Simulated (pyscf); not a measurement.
A first-order saddle from PySCF, ωB97X-D3(BJ)/def2-SVP:

```xyz
9

P     -0.1539     0.6496     0.9311
Ge    -0.6540    -1.4597    -0.0581
H     -0.7017     2.0868     1.6490
H     -0.5611     1.3464    -0.2365
H      0.1574    -1.6472    -1.3534
H     -0.3065    -2.5995     0.9133
H     -2.1534    -1.5400    -0.3999
H      0.8707     1.9979     1.0484
H      0.1558     2.6995     1.4368
```

Surface: singlet, charge 0. Lowest wavenumbers (cm⁻¹): 2428i, 103, 268, 294, 326.

Problem. Which two sides does it connect, and which bonds change?

Solution. `[PH2][GeH3]` + `[H][H]` ⇌ `[PH2][GeH3]` + `[H][H]`, a four-centre exchange read from left to right: H–P, H–H broken and H–P, H–H formed. At ωB97M-D3(BJ)/def2-TZVP it lies +78.0 kcal/mol from the left side and +78.0 kcal/mol from the right (each side as separated species at their lowest minima found). The same reactants have a lower exit, to PH₃ + GeH₄ (barrier +63.2 kcal/mol at ωB97M-D3(BJ)/def2-TZVP, against +78.0 kcal/mol here). This is the saddle that the search found; another between the same sides may lie lower. Elements up to Kr have no core potential and no relativistic terms here.
